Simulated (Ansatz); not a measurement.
Zinc-blende BAs was calculated with G0W0@HSE06 (Ansatz, an electronic-structure program, plane waves, hard PAW, contour deformation).

The cell has the measured lattice parameters. Conventional cell: a = 4.7770 Å, b = 4.7770 Å, c = 4.7770 Å, α = 90.00°, β = 90.00°, γ = 90.00°.

The quasiparticle gap at Γ at a fixed k mesh 4×4×4:

| response cutoff | value (eV) |
|---|---|
| 150 eV, 209 empty bands | 4.409 |
| 200 eV, 322 empty bands | 4.429 |
| 250 eV, 449 empty bands | 4.439 |
| 300 eV, 591 empty bands | 4.444 |

Q: Taking the value to converge with the response cutoff E as E^(−3/2), extrapolate from the last two rows.

A: With y = y∞ + c/w and weights w = 3953 and 5196 for the last two rows, y∞ = (w2 y2 − w1 y1)/(w2 − w1) = (5196 × 4.444 − 3953 × 4.439)/1243 = 4.460 eV, which lies 0.016 beyond the last row. Successive pairs of rows give 4.466, 4.464, 4.460. The limit also hangs on the law assumed, so its last digits aren't firm.

The other settings are not extrapolated, so this is the limit in one setting alone.

The smallest gap on this mesh is 2.33 eV, away from Γ.

Spin–orbit coupling is not included.

Note: GW on a hybrid start was not checked against another program.
